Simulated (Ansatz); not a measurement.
# Antifluorite Mg2Si: smallest direct gap on the k points sampled by level of theory

No measured value is used here.

```csv
level (code),value (eV)
LDA (Ansatz),[?]
PBE (Ansatz),1.89
HSE06 (Ansatz),2.50
Hartree–Fock (Ansatz),7.64
G0W0@PBEsol (Ansatz),2.34
```

**Question.** What belongs in the gaps?

**Answer.** 
- LDA (Ansatz, a quantum-chemistry and plane-wave program), value (eV): 1.74

At these levels the smallest gap is indirect and lower: LDA 0.16, PBE 0.21, HSE06 0.57, Hartree–Fock 4.87, G0W0@PBEsol 0.63 eV. Computed values are for a static lattice.  Values are at the measured cell. Cutoffs and k meshes differ between the levels. Ansatz's density-functional and Hartree–Fock values are scalar-relativistic unless marked +SOC, with PAW data made under PBE.
